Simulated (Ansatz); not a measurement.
**CH3AlO (SMILES [CH3][Al]=[O]): one structure at several levels**

Aim: energy, forces and dipole at a structure displaced at random from a GFN2-xTB minimum, from CCSD(T) and from density functionals.

Computed with Ansatz 0.2.0, Gaussian basis. Level: single points in def2-TZVPP.

Correlated methods freeze the cores.

## (1) The starting structure

6 atoms, charge 0, spin multiplicity 1.

Atoms are counted from 1 here; the program's logs count them from 0.

Bond lengths: C1–Al2 2.053 Å, C1–H4 1.046 Å, C1–H5 1.024 Å, C1–H6 1.074 Å, Al2–O3 1.472 Å. Angles: Al2–C1–H4 110.8°, Al2–C1–H5 112.4°, Al2–C1–H6 113.2°, H4–C1–H5 108.6°, H4–C1–H6 111.1°, H5–C1–H6 100.3°, C1–Al2–O3 173.7°.

Geometry (Å):

```
C    -0.4523    0.5038   -0.3303
Al    0.7798   -0.8901    0.5380
O     1.5300   -1.9780    1.1863
H    -0.0064    1.4497   -0.3231
H    -1.3609    0.5672    0.1373
H    -0.7653    0.2320   -1.3209
```

## (2) CCSD(T)/def2-TZVPP

The input, run/in.yaml:

```yaml
crystal:
  periodic: [false, false, false]
  atoms:
    - {symbol: C, position_ang: [-0.452300, 0.503800, -0.330300]}
    - {symbol: Al, position_ang: [0.779800, -0.890100, 0.538000]}
    - {symbol: O, position_ang: [1.530000, -1.978000, 1.186300]}
    - {symbol: H, position_ang: [-0.006400, 1.449700, -0.323100]}
    - {symbol: H, position_ang: [-1.360900, 0.567200, 0.137300]}
    - {symbol: H, position_ang: [-0.765300, 0.232000, -1.320900]}
basis:
  gaussian: {orbitals: def2-TZVPP}
correlation: {method: ccsd_t}
output: {forces: true}
```

The command line of these runs was not kept.

## (3) PBE0-D4/def2-TZVPP

run/in.yaml, as its differences from that of step 2:

```diff
@@ -11,3 +11,3 @@
   gaussian: {orbitals: def2-TZVPP}
-correlation: {method: ccsd_t}
-output: {forces: true}
+hamiltonian: {xc: pbe0, dispersion: d4}
+output: {forces: true, orbitals: {seedname: orbitals}}
```

## (4) wB97M-V/def2-TZVPP

run/in.yaml, as its differences from that of step 3:

```diff
@@ -11,3 +11,3 @@
   gaussian: {orbitals: def2-TZVPP}
-hamiltonian: {xc: pbe0, dispersion: d4}
-output: {forces: true, orbitals: {seedname: orbitals}}
+hamiltonian: {xc: {name: wB97M-V}}
+output: {forces: true}
```

## (5) r2SCAN-D4/def2-TZVPP

run/in.yaml, as its differences from that of step 4:

```diff
@@ -11,3 +11,3 @@
   gaussian: {orbitals: def2-TZVPP}
-hamiltonian: {xc: {name: wB97M-V}}
+hamiltonian: {xc: r2scan, dispersion: d4}
 output: {forces: true}
```

## (6) PBE-D4/def2-TZVPP

run/in.yaml, as its differences from that of step 5:

```diff
@@ -11,3 +11,3 @@
   gaussian: {orbitals: def2-TZVPP}
-hamiltonian: {xc: r2scan, dispersion: d4}
+hamiltonian: {xc: pbe, dispersion: d4}
 output: {forces: true}
```

## (7) BHLYP-D4/def2-TZVPP

run/in.yaml, as its differences from that of step 6:

```diff
@@ -11,3 +11,3 @@
   gaussian: {orbitals: def2-TZVPP}
-hamiltonian: {xc: pbe, dispersion: d4}
+hamiltonian: {xc: {name: BHLYP}, dispersion: d4}
 output: {forces: true}
```

## (8) revPBE-D4/def2-TZVPP

run/in.yaml, as its differences from that of step 7:

```diff
@@ -11,3 +11,3 @@
   gaussian: {orbitals: def2-TZVPP}
-hamiltonian: {xc: {name: BHLYP}, dispersion: d4}
+hamiltonian: {xc: {name: revPBE}, dispersion: d4}
 output: {forces: true}
```

(Steps that only read results are left out.)

**Question.** What will these runs give? Wanted: energy less free atoms, CCSD(T)/def2-TZVPP; RMS force component; RMS force error; HOMO and LUMO, PBE0-D4; T1 diagnostic.

The runs gave:

| quantity | value |
| --- | --- |
| energy less free atoms, CCSD(T)/def2-TZVPP | -473.4 kcal/mol |
| RMS force component | 2.762 to 3.328 eV/Å over the methods |
| RMS force error | PBE0-D4 0.220, wB97M-V 0.211, r2SCAN-D4 0.110, PBE-D4 0.101, BHLYP-D4 0.464, revPBE-D4 0.152 eV/Å |
| HOMO and LUMO, PBE0-D4 | -7.73 and -1.55 eV |
| T1 diagnostic | 0.021 |

What this shows: Against CCSD(T) the functionals' energies less atoms differ by -24.0 to +7.4 kcal/mol, PBE-D4 by -24.0 kcal/mol. A larger basis would deepen the CCSD(T) value, while the functionals are nearly converged already, so the order here is not reliable. On forces the order runs from PBE-D4 to BHLYP-D4. Frozen-core CCSD(T) forces in triple zeta carry basis errors of their own, and this is one geometry, so small gaps rank nothing.
